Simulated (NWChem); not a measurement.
Molecule: AlF₃; SMILES [F][Al]([F])[F]

All runs: NWChem. The geometry was optimised at PBE0/def2-SVP. Ions are spin-unrestricted doublets at the neutral geometry; other ion states weren't tried.

Problem. Predict the results for CAM-B3LYP/def2-SVP. Quantities: vertical ionisation energy, ΔSCF (eV); −ε(HOMO) (eV).

Solution. 
```json
{
 "vertical ionisation energy, ΔSCF (eV)": "14.54",
 "−ε(HOMO) (eV)": "12.85"
}
```
